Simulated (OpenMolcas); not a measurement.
## HNC (hydrogen isocyanide): a two-point extrapolation

HNC: 3 atoms, total charge 0, spin state singlet. SMILES: `[C-]#[NH+]`. One bond was lengthened or shortened from a relaxed shape.

```xyz
3

C    -0.6889    0.9763   -0.2669
N     0.0314   -0.0441    0.0122
H     0.5921   -0.8395    0.2293
```

MP2 energies, 2 core orbitals frozen (OpenMolcas 26.06):

| basis | X | functions | Hartree–Fock (Eh) | correlation (Eh) |
| --- | --- | --- | --- | --- |
| aug-cc-pVDZ | 2 | 55 | -92.843164 | -0.300302 |
| aug-cc-pVTZ | 3 | 115 | -92.861622 | -0.353832 |

The correlation energy converges as X⁻³, the Hartree–Fock energy about exponentially.

Q: Extrapolate to the complete basis.

A: 
1. Correlation: E(∞) = (3³ E(3) − 2³ E(2))/(3³ − 2³) = (27 × (-0.353832) − 8 × (-0.300302))/19 = -0.376371 Eh.
2. Hartree–Fock: take the larger basis, -92.861622 Eh; it moved by -18.46 mEh in the last step.
3. Total: -92.861622 + (-0.376371) = -93.237993 Eh.
4. aug-cc-pVTZ holds 94.0 % of the extrapolated correlation energy, aug-cc-pVDZ 79.8 %.

This is an estimate of the method's limit, not an exact energy. Double-zeta sets lie outside the range where X⁻³ holds well, so a D–T extrapolation is rough.
